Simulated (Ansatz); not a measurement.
Consider Nb in the bcc (W type) structure (space group Im-3m, No. 229; a = 3.3027 Å).

The values are results of Ansatz (an electronic-structure program), r2SCAN, PAW, cutoff 500 eV, no SOC, not measurements.

Perturbation: Mo takes the place of Nb on all its sites; the structure is relaxed again.

Measured lattice parameter a: Nb 3.294 Å (static lattice; corrected from measurement; as listed in Daniel Mejia-Rodriguez, S. B. Trickey, Phys. Rev. B (2018)); Mo 3.141 Å (static lattice; corrected from measurement; as listed in Daniel Mejia-Rodriguez, S. B. Trickey, Phys. Rev. B (2018)).

How well does r2SCAN reproduce the measured shift?

With r2SCAN the lattice parameter a moves by -0.152 Å (3.303 → 3.151) against -0.153 Å measured.

No phonon test of stability was made. The final runs are not spin-polarised.
